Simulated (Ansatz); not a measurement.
**CH3+ (singlet): wave-function methods side by side, cc-pVTZ**

The task here is to estimate one member of a computed series from the others.

Program: Ansatz 0.2.0, Gaussian basis. Level of theory: cc-pVTZ, core rule «outside noble gas», up to 1 orbitals frozen. These are calculated values, not measurements.

Plan: UHF; CCSD(T) on RHF; BCCD(T) on RHF; CCSDT(Q) on RHF; CASSCF and MRCISD+Q, 6 electrons in 7 orbitals; CASSCF and NEVPT2, 6 electrons in 7 orbitals.

21 further runs of the same task are left out: 8 that didn't finish, 13 set aside as unsound or not needed. Runs told in other sessions of the task aren't counted.

### The system

The geometry is a PBE0/def2-TZVP stationary point (not a proven minimum) of the parent state, kept for this charge and spin.

4 atoms, charge 1, spin multiplicity 1.

Atoms are counted from 1 here; the program's logs count them from 0.

Bond lengths: C1–H2 1.080 Å, C1–H3 1.080 Å, C1–H4 1.080 Å. Angles: H2–C1–H3 120.0°, H2–C1–H4 120.0°, H3–C1–H4 120.0°.

Set-up of the first run:

in.yaml reads:

```yaml
crystal:
  periodic: [false, false, false]
  atoms:
    - {symbol: C, position_ang: [0.000000, 0.000000, 0.000000]}
    - {symbol: H, position_ang: [1.079931, 0.014026, -0.000321]}
    - {symbol: H, position_ang: [-0.552113, 0.928231, -0.002734]}
    - {symbol: H, position_ang: [-0.527818, -0.942256, 0.003055]}
basis:
  gaussian: {orbitals: cc-pVTZ}
total_charge: 1
magnetization: {spin_polarized: true, initial_magnetization: 0}
hamiltonian: {xc: hf}
output: {orbitals: {seedname: orbitals}}
```

Started as:

```console
> ansatz run in.yaml --threads 1 --pin off --events-out ev --progress --plain --max-ram 2393MiB
```

Among the steps run: UHF; CCSD(T) on RHF; BCCD(T) on RHF; CCSDT(Q) on RHF; CASSCF and MRCISD+Q, 6 electrons in 7 orbitals; CASSCF and NEVPT2, 6 electrons in 7 orbitals.

One table of the session follows, with a row left open; its other results are not shown here.

It belongs to the step «Misses and costs». 

| method | from RCCSDT(Q) (kcal/mol) |
| --- | --- |
| RHF | +98.44 |
| RMP2 | +15.79 |
| RCCSD | +2.15 |
| RCCSD(T) | +0.28 |
| BCCD(T) | +0.28 |
| RCCSDT | +0.03 |
| RCCSDT(Q) | 0 |
| CASSCF valence | +57.65 |
| NEVPT2 valence | +13.52 |
| MRCISD valence | +1.86 |
| MRCISD+Q valence | ? |

Q: Estimate the row for MRCISD+Q valence from the others.

The run gave: from RCCSDT(Q) (kcal/mol): +0.29. In the column «from RCCSDT(Q) (kcal/mol)» it lies between BCCD(T) (+0.28) and MRCISD valence (+1.86).
